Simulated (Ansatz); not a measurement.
## SiH$_{4}$, singlet: reading a ladder of total energies

Geometry: a PBE0/def2-TZVP stationary point for this spin, not checked as a minimum.

```xyz
5

Si    0.0000    0.0000    0.0000
H     0.8558    0.8587    0.8568
H    -0.8596   -0.8544    0.8574
H    -0.8547    0.8555   -0.8611
H     0.8584   -0.8599   -0.8531
```

Basis cc-pVTZ; Ansatz 0.2.0. Only valence electrons are correlated (noble-gas cores frozen), which leaves 8 electrons in 85 orbitals. R marks a restricted (for open shells ROHF) determinant.

Full CI isn't at hand for all of this; RCCSDT(Q) serves as the reference, and is uncertain by about the last step of the cluster series.

Runs differ by some tens of microhartree through their thresholds, so steps under 0.03 kcal/mol mean nothing.

| level | total energy (hartree) |
| --- | --- |
| RHF | -291.260512 |
| RMP2 | -291.403695 |
| RCCSD | -291.433513 |
| RCCSD(T) | -291.437345 |
| RCCSDT | -291.438074 |
| RCCSDT(Q) | -291.438172 |

Problem. What is the correlation energy at RCCSDT(Q), and what share of it do RMP2 and RCCSD recover?

Solution. E(corr) = -291.438172 − (-291.260512) = -0.177660 hartree = -4.834 eV. RMP2: -0.143183 / -0.177660 = 80.59 %. RCCSD: -0.173001 / -0.177660 = 97.38 %.

Problem. By how many kcal/mol does RCCSD(T) miss RCCSDT(Q) (1 hartree = 627.509 kcal/mol), and which steps make up the rest?

Solution. -291.437345 − (-291.438172) = 0.000827 hartree = 0.52 kcal/mol. Steps: RCCSDT − RCCSD(T) = -0.46, RCCSDT(Q) − RCCSDT = -0.06 kcal/mol. That is within 1 kcal/mol of the reference in this basis, which itself misses far more of the correlation at the basis-set limit.
